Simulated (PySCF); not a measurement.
## Frontier orbitals and the lowest excitations

Compound: C₄H₅NO.
Cartesian coordinates in Å at the PBE0-D3(BJ)/def2-SVP level; atoms count from 1:
```
atom  x, y, z in Å
C1    -1.5282    0.1087   -0.0275
C2    -0.0466   -0.0321    0.0347
C3     0.9551    0.9289   -0.2980
N4     2.1639    0.4644   -0.1248
O5     2.0111   -0.8089    0.3241
C6     0.7111   -1.0995    0.4176
H7    -1.8794    0.9322    0.6135
H8    -1.8672    0.3241   -1.0528
H9    -2.0289   -0.8111    0.3045
H10    0.8238    1.9495   -0.6596
H11    0.4657   -2.0999    0.7697
```

Method: TDDFT CAM-B3LYP/def2-SVPD, vertical, gas phase, core orbitals frozen in the response in PySCF.

Frontier orbitals with the atoms that hold most of them (Löwdin shares over 4%, at most four atoms; ? is withheld):

```json
{"orbital": "HOMO-3", "ε (eV)": "-12.41", "atoms": "C1 22%, O5 14%, C2 14%, C6 14%"}
{"orbital": "HOMO-2", "ε (eV)": "-10.20", "atoms": "N4 61%, O5 13%, C3 12%, C2 5%"}
{"orbital": "HOMO-1", "ε (eV)": "-9.97", "atoms": "?"}
{"orbital": "HOMO", "ε (eV)": "-8.85", "atoms": "C2 27%, C6 27%, N4 18%, O5 9%"}
{"orbital": "LUMO", "ε (eV)": "?", "atoms": "?"}
{"orbital": "LUMO+1", "ε (eV)": "1.20", "atoms": "C1 31%, C6 11%, H9 11%, C3 9%"}
{"orbital": "LUMO+2", "ε (eV)": "2.00", "atoms": "H11 25%, C6 24%, O5 20%, C1 8%"}
```

(1) Give the leading atoms of the HOMO-1.

(2) Give the leading atoms of the LUMO.

(3) What is the LUMO energy, and the HOMO–LUMO gap?

Results:

(1) C3 (bonded to C, N and H) 31%; O5 (bonded to C and N) 26%; N4 (bonded to C and O) 23%; C2 (bonded to 3 C) 9%. By element: carbon 40% or more, oxygen 26%, nitrogen 23%.

(2) N4 (bonded to C and O) 24%; C6 (bonded to C, O and H) 20%; O5 (bonded to C and N) 17%; C3 (bonded to C, N and H) 16%. By element: carbon 37% or more, nitrogen 24%, oxygen 17%.

(3) ε(LUMO) = 0.69 eV; the gap is 9.54 eV (0.3505 hartree).

Task: The HOMO–LUMO gap is 9.54 eV. Where does the response calculation put the lowest singlet, and from which orbitals?

Result: S1 is at 6.39 eV (f = 0.096), 3.15 eV below the gap, made of HOMO→LUMO (92%). Without the coupling terms of the response equations the lowest excitation would equal the gap.

Task: One configuration dominates each of S1, S2, S3 and S8. Which, and how do the shares of the two leading atoms of either orbital change from the occupied to the empty one?

Result: 
- S1 (6.39 eV, f 0.096), HOMO→LUMO (92%): C2 27% → at most 17%, C6 27% → 20%, N4 18% → 24%
- S2 (6.53 eV, f 0.0061), HOMO-2→LUMO (96%): N4 61% → 24%, O5 13% → 17%, C6 at most 5% → 20%
- S3 (7.17 eV, f 0.0025), HOMO→LUMO+1 (93%): C2 27% → at most 9%, C6 27% → 11%, C1 at most 10% → 31%
- S8 (8.45 eV, f 0.0069), HOMO-1→LUMO+1 (73%): C3 31% → 9%, O5 26% → at most 9%, C1 at most 9% → 31%, C6 at most 9% → 11%

Hardware: an Arm Neoverse N1 with one thread, on a shared host. Cost: 1.8 min.
